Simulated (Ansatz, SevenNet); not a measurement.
For rock-salt LiBr, the machine-learned potential SevenNet-l3i5 (trained on PBE and PBE+U data) gives:

- lattice constant a: 5.516 Å
- bulk modulus: 27.4 GPa
- elastic constant C11: 44.3 GPa
- elastic constant C44: 17.8 GPa
- polycrystal shear modulus: 15.5 GPa

Task: What does PBE0 in Ansatz (plane waves, PAW) give for the same quantities?

Result: 
- lattice constant a: 5.469 Å (shrinks by 0.9 %)
- bulk modulus: 27.4 GPa (hardly moves)
- elastic constant C11: 46.0 GPa (grows by 3.8 %)
- elastic constant C44: 20.7 GPa (grows by 16 %)
- Voigt–Reuss–Hill shear modulus: 17.7 GPa (goes up by 14 %)

For comparison: lattice constant a 5.459 Å (measured, low temperature, no zero-point or thermal correction; as tabulated in Doll and Stoll (1998), arXiv:cond-mat/9801031); bulk modulus 26.3 GPa (measured, 4 K, no zero-point or thermal correction; as tabulated in Doll and Stoll (1998), arXiv:cond-mat/9801031); elastic constant C11 39.6 GPa (measured, temperature not stated, no zero-point or thermal correction; as tabulated in Harker's crystal data pages); elastic constant C44 19.1 GPa (measured, temperature not stated, no zero-point or thermal correction; as tabulated in Harker's crystal data pages).

Changes are worked out from the printed values.

Unless a cell is named, each level is at its own relaxed cell (SevenNet-l3i5 20.98, PBE0 20.45 Å³/atom).

Ansatz's density-functional and Hartree–Fock values are scalar-relativistic unless marked +SOC, with PAW data made under PBE.

Ansatz is a first-principles code.
